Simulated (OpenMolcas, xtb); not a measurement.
## A ladder of methods for Si2H5O (SMILES [SiH2]O[SiH3])

Si2H5O has 8 atoms, charge 0, and is taken as a doublet. SMILES: `[SiH2]O[SiH3]`. The coordinates come from a PBE0-D4/def2-TZVP relaxation. This is one conformer, not always the lowest.

```jsonl
{"atom": "Si", "x (Å)": "-1.2812", "y (Å)": "0.9330", "z (Å)": "-0.8659"}
{"atom": "O", "x (Å)": "-0.3523", "y (Å)": "-0.2792", "z (Å)": "-0.2769"}
{"atom": "Si", "x (Å)": "0.7650", "y (Å)": "-0.7230", "z (Å)": "0.8359"}
{"atom": "H", "x (Å)": "-1.9028", "y (Å)": "0.4581", "z (Å)": "-2.1336"}
{"atom": "H", "x (Å)": "-0.4406", "y (Å)": "2.1420", "z (Å)": "-1.1187"}
{"atom": "H", "x (Å)": "1.2919", "y (Å)": "-2.0546", "z (Å)": "0.4531"}
{"atom": "H", "x (Å)": "0.1381", "y (Å)": "-0.7993", "z (Å)": "2.1804"}
{"atom": "H", "x (Å)": "1.8741", "y (Å)": "0.2660", "z (Å)": "0.8698"}
```

Quantity: the dipole moment, in D. The values are calculated.

```csv
level,kind,program,value (D),CPU time
GFN1-xTB,semi-empirical,xtb,0.54,under 2 s
UHF/6-311+G**,Hartree–Fock,OpenMolcas,0.65,26 s
USVWN5/6-311+G**,LDA,OpenMolcas,0.54,55 s
U-revPBE/6-311+G**,GGA,OpenMolcas,0.49,83 s
U-r2SCAN/6-311+G**,meta-GGA,OpenMolcas,0.50,1.7 min
UTPSS/6-311+G**,meta-GGA,OpenMolcas,0.51,1.7 min
UPBE0/6-311+G**,global hybrid,OpenMolcas,0.53,80 s
```

The values span 0.49 to 0.65 D. Magnitudes only. Times are those of the runs behind each value, whatever else they computed, on shared processors of several kinds: orders of magnitude only.
